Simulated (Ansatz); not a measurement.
Input file for Ansatz (a program for electronic structure): R-CCSD(T)/cc-pVDZ on acetamide (SMILES CC(N)=O), a point of a torsion scan.

Ansatz 0.2 input:
```yaml
crystal:
  periodic: [false, false, false]
  atoms:
    - {symbol: C, position_ang: [-1.09452904, 0.02174013, -0.25140973]}
    - {symbol: C, position_ang: [0.16827768, -0.09712165, 0.56598002]}
    - {symbol: N, position_ang: [1.30266918, 0.30724003, -0.12253865]}
    - {symbol: O, position_ang: [0.20866492, -0.50935617, 1.69860253]}
    - {symbol: H, position_ang: [-1.24557656, 1.06409585, -0.52172631]}
    - {symbol: H, position_ang: [-1.00923641, -0.55896763, -1.16689246]}
    - {symbol: H, position_ang: [-1.94175775, -0.33197994, 0.32809976]}
    - {symbol: H, position_ang: [1.50293970, -0.18276490, -0.98056107]}
    - {symbol: H, position_ang: [2.12229084, 0.28484304, 0.47789208]}
basis:
  gaussian:
    orbitals: cc-pVDZ
magnetization: {spin_polarized: false}
correlation: {method: ccsd_t, electrons: outside_noble_gas}
scf: {lower_state_search: off}
```

The head of its log:

```
WARN ansatz: RAYON_NUM_THREADS=1 ignored (pool sized by the plan → 1); use --threads N
Functional definition: HF
these checks for a lower state are left out or cut short: stability, starts, cluster_reference, orbital_swaps, neighbouring_geometries, increment
integrals: 0.07 GiB planned
740 factors; integrals over basis functions are off by at most 1.4e-3 eV
mean field: 0.15 GiB planned
mean field evaluation 1: about -5656.1107 eV, gradient 4.0e1 eV
mean field evaluation 2: about -5656.1134 eV, gradient 4.0e1 eV
mean field evaluation 4: about -5659.6313 eV, gradient 4.5e0 eV
mean field evaluation 8: about -5659.7031 eV, gradient 4.6e-1 eV
mean field -5659.70493010 eV, -207.9903198953 hartree, gradient 2.4e-6 eV, S^2 0.000000; 0 other end points of the search recorded, 0 dependent functions left out
4 core orbitals not correlated
reference -5659.70493010 eV, -207.9903198953 hartree; 12, 12 occupied and 65, 65 virtual orbitals, 740 factors
```

Problem. Predict the final total energy.

Solution. -208.6652 hartree (reference determinant -207.9903, T1 diagnostic 0.014).
